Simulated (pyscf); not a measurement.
PySCF, gas phase, ωB97X-D3(BJ)/def2-SVP geometries. Correlated levels are frozen-core, on RHF or UHF. ΔMP2 is the change of the MP2 total energy from the triple- to the quadruple-zeta basis.

Q: PH₃ (SMILES P) + O (SMILES [O]) [triplet] -> PH₂• (SMILES [PH2]) + OH• (SMILES [OH])
Surface: triplet. Broken: H–P. Formed: H–O. Give ΔE‡ and ΔE from CCSD(T)/def2-TZVPP, relative to the separated reactants.

A: ΔE‡ = 24.5 kJ/mol, ΔE = -73.0 kJ/mol. CCSD(T)/def2-TZVPP + ΔMP2(QZVPP) gives 21.9 kJ/mol and -78.3 kJ/mol. Zero-point energy shifts the barrier by -5.1 kJ/mol. It is a hydrogen abstraction, with an imaginary mode of 717i cm⁻¹. PH₂• + OH• also meet on a surface of lower spin, which isn't treated here. This is the saddle that the search found; another between the same sides may lie lower. The angle at the transferred H is 143°. The CCSD(T) − MP2 part came from Ansatz, without density fitting, on the same reference. Left out: the spin-orbit lowering of OH, O.
